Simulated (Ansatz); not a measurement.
Ansatz (a program for electronic structure) input:

Ansatz 0.2 input:
```yaml
crystal:
  periodic: [false, false, false]
  atoms:
    - {symbol: O, position_ang: [-1.66114469, 0.13057589, 0.03706797]}
    - {symbol: C, position_ang: [-0.58344504, -0.40829064, -0.06362926]}
    - {symbol: S, position_ang: [1.04936424, 0.08782104, 0.00532698]}
basis:
  gaussian:
    orbitals: def2-TZVP
hamiltonian:
  xc: b3lyp
  dispersion: d3bj
total_charge: -1
magnetization: {spin_polarized: true, initial_magnetization: 1}
phonons: {temperatures: {t_min: 298.15, t_max: 298.15, t_step: 100}}
```

Question: Which total energy does the run end on?

Answer: -511.61726 Eh (B3LYP-D3(BJ)/def2-TZVP). The basis has 99 functions.
